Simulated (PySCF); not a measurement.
Compound: C4H11N (charge +1 and doublet state).
Z-matrix (Å and degrees, GFN2-xTB geometry), rows numbered from 1:
```
C 
N   1  1.4053
C   2  1.4101  1  125.49
C   3  1.5140  2  114.12  1    -4.70
C   3  1.5421  2  110.31  1  -133.80
H   1  1.0874  2  110.87  3  -176.72
H   1  1.1016  2  111.01  3    61.88
H   1  1.0980  2  111.13  3   -54.28
H   2  1.0133  1  117.98  3  -174.91
H   3  1.1114  2  106.79  1   113.91
H   4  1.0894  3  110.78  2   -60.33
H   4  1.0884  3  112.16  2    60.39
H   4  1.0861  3  109.67  2  -179.73
H   5  1.0854  3  109.75  2  -172.57
H   5  1.0878  3  109.28  2    68.06
H   5  1.0870  3  111.70  2   -52.50
```

The hyperfine couplings belong to this conformer and change with its torsions.

The species is `C[NH+]C(C)C` [radical] (charge +1).

Method: UKS B3LYP, pcH-1 on C H N, non-relativistic, mean-field spin-orbit, GIAO in PySCF 2.14.0. Isolated species at its GFN2-xTB geometry (one conformer only). Couplings are sensitive to structure, and on GFN2-xTB geometries they can be far from those on DFT ones, by a factor of two or more for some ions and for spin on atoms past the first row. No stability test was run, so a lower SCF solution isn't excluded.

Largest spin populations (Mulliken): N2 (+0.78), H10 (+0.10), H7 (+0.08) and H8 (+0.06). N2 is the only atom above +0.15. The angles at N2 add up to 359.8°, so it is planar; its axial dipolar tensor and the negative coupling of its proton fit spin in a p orbital normal to that plane.

(1) How do the β-proton couplings of this frozen conformer go with θ, the angle between the C–H bond and the normal to the plane of the spin centre's three neighbours, both seen down the bond from centre to carbon?

(2) What would the freely rotating methyl group on C1 show?

## Answers

(1) 
```
β H  on  centre  θ (°)  cos²θ   a (G)
 H6  C1      N2     84   0.01   +0.96
 H7  C1      N2     26   0.81  +70.60
 H8  C1      N2     38   0.62  +54.88
H10  C3      N2     21   0.87  +92.74
```

Fitting the Heller–McConnell form a = ρ(B0 + B2 cos²θ), with Mulliken ρ = 0.78, gives B0 = -2.1 G and B2 = 125.9 G, with a largest miss of 9.6 G.

(2) Three equal couplings, a 1:3:3:1 quartet. The mean of the three values of this geometry estimates the splitting: 42.1 G, or 118.2 MHz (three bonds 120° apart have a mean cos²θ of 1/2 at any torsion).

Couplings in gauss use g_iso = 2.0035.
